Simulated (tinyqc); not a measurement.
Worked calculation: extended Hueckel theory, for NH3-. The parameters take no account of the charge, which enters only through the electron count, and nothing here shows that the anion is bound. One step of it, computed by the program tinyqc.

Problem. Orbitals. Solve H C = S C e through S^(-1/2); fill by pairs from the bottom, a degenerate level sharing its electrons equally; each orbital has its largest coefficient positive (the first on a tie).

H (eV), lower triangle:
```
             1N 2s      1N 2px      1N 2py      1N 2pz       2H 1s       3H 1s       4H 1s
1N 2s   -26.000000
1N 2px    0.000000  -13.400000
1N 2py    0.000000    0.000000  -13.400000
1N 2pz    0.000000    0.000000    0.000000  -13.400000
2H 1s   -18.964112  -10.322852    0.000000    3.705639  -13.600000
3H 1s   -18.955185    5.163722   -8.935884    3.703159   -5.060362  -13.600000
4H 1s   -18.955185    5.163722    8.935884    3.703159   -5.060362   -5.061703  -13.600000
```

overlap S, lower triangle:
```
           1N 2s     1N 2px     1N 2py     1N 2pz     2H 1s     3H 1s     4H 1s
1N 2s   1.000000
1N 2px  0.000000   1.000000
1N 2py  0.000000   0.000000   1.000000
1N 2pz  0.000000   0.000000   0.000000   1.000000
2H 1s   0.520297   0.436932   0.000000  -0.156848  1.000000
3H 1s   0.520052  -0.218563   0.378227  -0.156743  0.212620  1.000000
4H 1s   0.520052  -0.218563  -0.378227  -0.156743  0.212620  0.212677  1.000000
```

valence electrons = 9

Give: orbital energies; occupations; coefficients; sum of one-electron energies.

Solution.

orbital energies (eV): -28.780  -16.568  -16.566  -13.646  5.454  5.476  34.210

occupations: 2.000  2.000  2.000  2.000  1.000  0.000  0.000

coefficients:
```
          MO1     MO2     MO3     MO4     MO5     MO6     MO7
1N 2s   0.716   0.000   0.000   0.147   0.000   0.000   1.403
1N 2px  0.000   0.639   0.000   0.000   0.000   1.079   0.001
1N 2py  0.000   0.000   0.639   0.000   1.078   0.000   0.000
1N 2pz  0.026   0.000   0.000   0.972   0.000   0.000  -0.438
2H 1s   0.166   0.437   0.000  -0.051   0.000  -1.067  -0.767
3H 1s   0.166  -0.219   0.379  -0.051  -0.924   0.534  -0.766
4H 1s   0.166  -0.219  -0.379  -0.051   0.924   0.534  -0.766
```

sum of one-electron energies = -145.664 eV
